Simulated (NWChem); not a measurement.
**Correlation energy of Li2**

```
Li
Li 1 2.7871
```
Charge 0, spin multiplicity 1.

Everything below was run with NWChem. All single points use one geometry, from PBE0/def2-SVP, a minimum by its harmonic frequencies.

Basis set: cc-pVQZ. Each correlation energy counts from its own Hartree-Fock reference.

| method | correlation energy (mHa) | difference from CCSD(T) |
|---|---|---|
| MP2 | -54.0 | +14.6 |
| SCS-MP2 | -64.0 | +4.6 |
| CR-CCSD[T] | -68.5 | 0.0 |
| CR-CCSD(T) | -68.5 | 0.0 |
| CCSD | -68.1 | +0.5 |
| CCSD+T(CCSD) | -68.6 | 0.0 |
| CCSD(T) | -68.6 | 0.0 |

The values span 14.6 mHa, from CCSD+T(CCSD) (lowest) to MP2 (highest). 

The correlated methods freeze no orbitals. The structure started from a generated list of species. Differences from the coupled-cluster row are differences between methods, not errors against experiment.
